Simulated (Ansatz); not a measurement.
BClH2Si, SMILES B[Si]Cl, vertical and adiabatic energies of changing the electron count

Computed with Ansatz 0.2.0 through its Python package.

The script, `adiabatic_bclh2si.py`:
```python
# -*- coding: utf-8 -*-
"""How BClH2Si relaxes after losing an electron."""

import itertools

import ansatz as az
from ase.data import atomic_numbers, covalent_radii
import numpy as np

molecule = (
    az.Crystal.molecule()
    .atom("B", (-0.7837, 0.0059, 0.0578))
    .atom("Si", (0.9283, -0.7458, 0.5739))
    .atom("Cl", (2.4621, 0.2686, -0.427))
    .atom("H", (-1.0114, 1.1473, 0.2583))
    .atom("H", (-1.5952, -0.6761, -0.463))
)

base = (
    molecule.calculation()
    .basis(gaussian="6-31G*")
    .functional("PBE")
    .spin("collinear", total=2)
)
symbols = [site.symbol for site in molecule.cartesian_sites]
start = np.array([site.position_ang for site in molecule.cartesian_sites], dtype=float)
r = base.relax(force_tolerance=0.01).run(threads=1).report
end = np.array(r["positions_ang"])

minimum = az.Crystal.molecule()
for symbol, place in zip(symbols, end):
    minimum = minimum.atom(symbol, place.tolist())
ion = minimum.calculation().basis(gaussian="6-31G*").functional("PBE").charge(1).spin("collinear", total=1)
vertical = ion.run(threads=1).report
settled = ion.relax(force_tolerance=0.01, max_steps=80).run(threads=1).report
print(f"vertical ionisation energy   {vertical['free_energy_ev'] - r['free_energy_ev']:.3f} eV")
print(f"adiabatic, no zero point     {settled['free_energy_ev'] - r['free_energy_ev']:.3f} eV")
print(f"relaxation energy of the ion {vertical['free_energy_ev'] - settled['free_energy_ev']:.3f} eV")
ionised = np.array(settled["positions_ang"])
# pairs closer than 1.2 times the sum of covalent radii, before or after
radius = [covalent_radii[atomic_numbers[s]] for s in symbols]
span = lambda where, i, j: np.linalg.norm(where[i] - where[j])
bonded = [(i, j) for i, j in itertools.combinations(range(len(symbols)), 2) if min(span(end, i, j), span(ionised, i, j)) < 1.2 * (radius[i] + radius[j])]
print("pair        before    after (A)")
for i, j in bonded:
    print(f"{symbols[i]}{i}-{symbols[j]}{j}".ljust(10), f"{span(end, i, j):8.4f} {span(ionised, i, j):8.4f}")
```

Output of `python adiabatic_bclh2si.py`:
```text
vertical ionisation energy   8.518 eV
adiabatic, no zero point     8.256 eV
relaxation energy of the ion 0.262 eV
pair        before    after (A)
B0-Si1       1.9625   2.1809
B0-H3        1.2040   1.1982
B0-H4        1.2006   1.1934
Si1-Cl2      2.0899   2.0118
```

Caveats:
- The energies are electronic: no zero-point or thermal terms, and the basis set is short of its limit. The product may relax into another structure. The relaxation finds the nearest minimum, so the adiabatic value is an upper bound.
- The species is open-shell (spin multiplicity 3).
- Only the spin states typed were run; another state of an ion can lie lower, by up to an eV or two.
- The whole script took 16 s on 1 thread of AMD EPYC 9R45 (Zen 5) (shared host), peak memory 0.22 GiB.
